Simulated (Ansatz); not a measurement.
Input file:

```yaml
crystal:
  periodic: [false, false, false]
  atoms:
    - {symbol: C, position_ang: [0.000000, 0.000000, -0.683800]}
    - {symbol: P, position_ang: [0.000000, 0.000000, -2.214400]}
    - {symbol: H, position_ang: [0.000000, 0.000000, 2.898200]}
basis:
  gaussian: {orbitals: 6-31G}
correlation: {method: sc_nevpt2, electrons: valence, active_space: {window: {electrons: 2, orbitals: 2}, places: [1, 2]}}
```

```sh
$ ansatz run in.yaml --threads 1 --pin off --events-out ev --progress --plain --max-ram 2393MiB
```

Question: One thing in this input was set wrong on purpose, beside settings that are merely unusual. What is the gravest fault, and what does the program do?

Answer: Two definitions of the active space. How the run ends: refused.
```
Error: invalid value for `correlation.active_space`: name one of window, places and ras
```
